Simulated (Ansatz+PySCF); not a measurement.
The numbers below are computed, except where a source is named.
## Ansatz (development build ahead of 0.2.0) run

```yaml
crystal:
  periodic: [false, false, false]
  atoms:
    - { symbol: "N", position_ang: [0.0, 0.0, -1.0053] }
    - { symbol: O, position_ang: [0.0, 0.0, 0.87964] }
basis:
  gaussian: { orbitals: STO-3G }
magnetization:
  spin_polarized: true
  initial_magnetization: 1
hamiltonian:
  xc: hf
correlation:
  method: mp2
  frozen_orbitals: { "N": 1, O: 1 }
scf:
  omitted_lower_state_checks: [stability, starts, atomic_configurations, cluster_reference, orbital_swaps, given_window_search, neighbouring_geometries, increment]
```

The input is written out in the form of the current development build from the run's settings.

Output:

```
Converged                                                          : yes
Reference energy                                                   : -127.51936 hartree
Correlation energy                                                 : -0.00334 hartree
Total energy                                                       : -127.52270 hartree
Spin squared of the determinant                                    : 2.538
Occupied orbitals by symmetry in an Abelian subgroup (alpha; beta) : 5 A1 2 B1 1 B2; 5 A1 1 B1 1 B2
```

Caution: large amplitudes, a single reference is doubtful; the unrestricted determinant is a mixture of spin states.
